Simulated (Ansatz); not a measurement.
Basis-set series for C$_{2}$H$_{3}$O$_{2}$, SMILES `CO[C]=O` radical. Total charge 0; spin multiplicity 2. The structure was optimised at the PBE0-D4/def2-TZVP level. It is one conformer, not always the lowest.

```tsv
functional	basis	functions	energy (Eh)	HOMO (eV)	LUMO (eV)
PBE0-D4	def2-SVP	71	-227.97774	-6.60	-1.89
PBE0-D4	def2-TZVPP	166	-228.24394	-6.81	-2.19
ωB97M-V	def2-SVP	71	-228.14188	-8.68	0.14
ωB97M-V	def2-TZVPP	166	-228.41682	-8.92	-0.31
```

Problem. Give the rows for def2-QZVPP. (Estimate.)

Solution. Computed: 
```json
{"functional": "PBE0-D4", "basis": "def2-QZVPP", "functions": "318", "energy (Eh)": "-228.25630", "HOMO (eV)": "-6.84", "LUMO (eV)": "-2.24"}
{"functional": "ωB97M-V", "basis": "def2-QZVPP", "functions": "318", "energy (Eh)": "-228.42867", "HOMO (eV)": "-8.95", "LUMO (eV)": "-0.39"}
```

HOMO and LUMO are taken over both spins.
